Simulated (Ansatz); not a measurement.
## CHAlN, doublet: reading a ladder of total energies

Geometry: displaced at random from a stationary point.

```xyz
4

Al   -0.0110    0.0980    1.0238
C    -0.0118    0.4620   -1.1141
N     0.0361   -0.6610   -0.8697
H    -0.0666    1.0554   -2.0452
```

Basis cc-pVDZ; Ansatz 0.2.0. Correlated methods freeze the noble-gas cores, which leaves 13 electrons in 44 orbitals. Prefix R: restricted or restricted open-shell reference; prefix U: unrestricted.

Full CI isn't at hand for all of this; UCCSDT(Q) serves as the reference, and is uncertain by about the last step of the cluster series.

Runs differ by some tens of microhartree through their thresholds and, for an open shell, their frozen cores, so steps under 0.03 kcal/mol mean nothing.

```json
{"level": "UHF", "total energy (hartree)": "-334.757555"}
{"level": "UMP2", "total energy (hartree)": "-335.073271"}
{"level": "UCCSD", "total energy (hartree)": "-335.098834"}
{"level": "UCCSD(T)", "total energy (hartree)": "-335.112628"}
{"level": "UCCSDT", "total energy (hartree)": "-335.113375"}
{"level": "UCCSDT(Q)", "total energy (hartree)": "-335.114778"}
```

Q: What is the correlation energy at UCCSDT(Q), and what share of it do UMP2 and UCCSD(T) recover?

A: E(corr) = -335.114778 − (-334.757555) = -0.357223 hartree = -9.721 eV. UMP2: -0.315716 / -0.357223 = 88.38 %. UCCSD(T): -0.355073 / -0.357223 = 99.40 %.

Q: By how many kcal/mol does UCCSD(T) miss UCCSDT(Q) (1 hartree = 627.509 kcal/mol), and which steps make up the rest?

A: -335.112628 − (-335.114778) = 0.002150 hartree = 1.35 kcal/mol. Steps: UCCSDT − UCCSD(T) = -0.47, UCCSDT(Q) − UCCSDT = -0.88 kcal/mol. Differences between like states or geometries often cancel part of this.
